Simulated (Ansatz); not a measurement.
Reaction: N2H4 (hydrazine, SMILES NN) → N2H3 (SMILES [NH]N, doublet) + H (doublet) (the H-N bond breaks)
Each species at its own B3LYP-D3(BJ)/def2-TZVP minimum (Ansatz, a first-principles code).

Total energies in hartree (Ansatz). Radicals and triplets start from unrestricted determinants; spin-orbit coupling is neglected. Correlated methods leave the cores frozen. No relativity. Where a partner has so few electrons that a lower coupled-cluster level is exact, that level stands in.

| species | HF/cc-pVTZ | CCSD(T)/cc-pVTZ | HF/cc-pVQZ | CCSD(T)/cc-pVQZ | CCSD(T)/cc-pVDZ | CCSDT(Q)/cc-pVDZ |
|---|---|---|---|---|---|---|
| 1: N2H4 (hydrazine, SMILES NN) | -111.22421 | -111.69834 | -111.23352 | -111.73574 | -111.56962 | -111.57083 |
| 2: N2H3 (SMILES [NH]N, doublet) | -110.62093 | -111.05783 | -110.62999 | -111.09356 | -110.93737 | -110.93870 |
| 3: H (doublet) | -0.49981 | -0.49981 | -0.49995 | -0.49995 | -0.49928 | -0.49928 |

Task: Work out the bond dissociation energy (electronic) in kJ/mol: take Hartree-Fock from cc-pVQZ, extrapolate the CCSD(T) correlation energy as X^-3 (X = 3, 4), and add CCSDT(Q) - CCSD(T) in cc-pVDZ. 1 hartree = 2625.5 kJ/mol.

Result: 
Species 1: correlation (64·(-0.50222) - 27·(-0.47413))/37 = -0.52272; step -0.00121; E1 = -111.23352 + (-0.52272) + (-0.00121) = -111.75745
Species 2: correlation (64·(-0.46357) - 27·(-0.43690))/37 = -0.48303; step -0.00133; E2 = -110.62999 + (-0.48303) + (-0.00133) = -111.11435
Species 3: correlation (64·(0.00000) - 27·(0.00000))/37 = 0.00000; step +0.00000; E3 = -0.49995 + (0.00000) + (+0.00000) = -0.49995
-1·E1 +1·E2 +1·E3 = 0.14315 hartree = 375.8 kJ/mol.
